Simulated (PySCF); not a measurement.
Molecule: `C#N`, CHN.

Geometry:
| atom | x (Å) | y (Å) | z (Å) |
| --- | --- | --- | --- |
| C1 | -0.017 | -0.018 | 0.000 |
| N2 | 0.784 | 0.813 | 0.000 |
| H3 | -0.766 | -0.795 | 0.000 |

Spin–spin couplings on one PBE0-D3(BJ)/def2-SVP geometry, PySCF 2.14, gas phase, non-relativistic, equivalent pairs averaged; isotopes $^{13}$C, $^{1}$H, $^{15}$N; functional B3LYP.

Reference values (Hz): $^{1}J$(C1,H3) = 267.3 (measured; Jessen and Sauer, arXiv:2312.00705; CC3 and CCSD from Faber, Sauer, Gauss 2017); $^{1}J$(C1,N2) = -18.5 (measured; Jessen and Sauer, arXiv:2312.00705; CC3 and CCSD from Faber, Sauer, Gauss 2017); $^{2}J$(N2,H3) = -8.7 (measured; Jessen and Sauer, arXiv:2312.00705; CC3 and CCSD from Faber, Sauer, Gauss 2017).

Task: How do the couplings (Hz) change with the basis set? Times are CPU seconds on shared hosts with different chips, so compare them loosely. Far from the basis limit: 6-31G-J, pcJ-0, 6-31G*, def2-TZVP, cc-pVTZ.

Result: 
```tsv
basis set	functions	$^{1}J$(C1,H3)	$^{1}J$(C1,N2)	$^{2}J$(N2,H3)	mean abs. error	core-s
6-31G-J	28	293.3	-8.2	-3.3	13.9	0.58
pcJ-0	29	265.0	3.1	-2.0	8.1	0.55
6-31G*	30	265.5	-19.0	-1.7	3.1	0.58
pcJ-1	64	283.9	-19.6	-6.8	6.6	1.3
def2-TZVP	68	266.8	-15.4	-6.6	1.9	1
cc-pVTZ	74	259.1	-50.5	-10.9	14.1	1.1
aug-cc-pVTZ-J	112	288.1	-17.4	-7.2	7.8	1.7
pcJ-2	126	284.7	-17.9	-7.3	6.5	1.9
```

Errors compare magnitudes, without vibrational corrections, and the largest couplings weigh most in the mean. Closest: def2-TZVP; furthest: cc-pVTZ.

The Fermi-contact term samples the wavefunction at the nucleus, which is why sets with added tight s functions (names with J) are made for couplings. Agreement of an ordinary basis with the reference is then largely a cancellation of errors.
